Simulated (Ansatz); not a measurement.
hcp Os, treated with LDA (plane waves, PAW; Ansatz, a quantum-chemistry and plane-wave program).

Run with plane-wave cutoff 500 eV, 24×24×1 k mesh (along the axes of the cell as run), Fermi–Dirac smearing 0.1 eV, scalar-relativistic PAW data made under PBE.

Predict the surface energy of the (0001) face and work function of the (0001) face.


- surface energy of the (0001) face = 3.47 J/m²
- work function of the (0001) face = 5.64 eV

The slab of 6 atoms is relaxed and unreconstructed.

Spin–orbit coupling is not included.

The computed numbers hold no vibrational or temperature effects.
